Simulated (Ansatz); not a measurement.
# CH$_{4}$⁺, doublet: the ladder up to full CI

Geometry: that of the CH4, singlet, kept fixed.

```yaml
atoms:
  - { symbol: C, position_ang: [0.0000, 0.0000, 0.0000] }
  - { symbol: H, position_ang: [0.6280, 0.6300, 0.6292] }
  - { symbol: H, position_ang: [-0.6316, -0.6267, 0.6289] }
  - { symbol: H, position_ang: [-0.6266, 0.6282, -0.6325] }
  - { symbol: H, position_ang: [0.6301, -0.6314, -0.6257] }
```

Basis cc-pVDZ; Ansatz 0.2.0. Correlated methods freeze the noble-gas cores, which leaves 7 electrons in 33 orbitals. R marks a restricted (for open shells ROHF) determinant, U an unrestricted one. Active spaces: valence = (7e, 8o) chosen from the atoms' valence shells.

Full CI is exact within this basis and frozen core; it isn't the basis-set limit. The frozen core follows each run's orbitals, which can shift R against U totals by a few meV.

Coupled cluster chose its determinant by a search with trial CCSD, here up to 0.13 eV above the lowest Hartree–Fock solution of its kind, and MP2 stands on that determinant too.

```
UHF ⟨S²⟩                          : 0.757
T1 diagnostic (RCCSD)             : 0.0158
largest doubles amplitude (RCCSD) : 0.033
```

```tsv
level	E − E(full CI) (mEh)	share of correlation (%)	wall time
RMP2	27.46	83.19	–
RCCSD	3.67	97.75	–
RCCSD(T)	0.62	99.62	2.3 s
BCCD(T)	0.62	99.62	2 s
RCCSDT	0.13	99.92	–
RCCSDT(Q)	0.01	99.99	7 s
RCCSDTQ	0.00	100.00	6 s (H100)
CASSCF (valence space)	88.57	45.78	–
NEVPT2 (valence space)	20.24	87.61	1.9 s
NEVPT4(SD) (valence space)	2.51	98.46	2.6 s
MRCISD (valence space)	3.34	97.96	–
MRCISD+Q (valence space)	0.57	99.65	3 s
```

The correlation energy at full CI, counted from the determinant under the R cluster runs, is -4.445 eV. That run took 7 s on 5 threads of AMD EPYC 7R13 with a whole H100 80 GB, shared host over 55,815,360 determinants.

Run but not shown, since their state, orbitals or frozen core can't be matched to the reference's or they repeat it: RHF, UHF, UMP2, CISD, UCCSD, UCCSD(T), UCCSDT, CISDTQ, UCCSDT(Q), UCCSDTQ.

Times hold each run's SCF and search for its determinant on a shared host, so for small cases they say little of a method's own cost; rows without a card ran on 1 thread of AMD EPYC 7R13. Some runs computed forces too.

The full-CI state has the irrep B1 of C2v, in the program's axes (one component, if the state is degenerate).

Natural occupations of full CI about the gap: 1.969 1.958 1.951 0.997 0.023 0.023 0.016 0.016 0.008 0.008; effectively unpaired electrons, Σ n²(2−n)², 1.03.
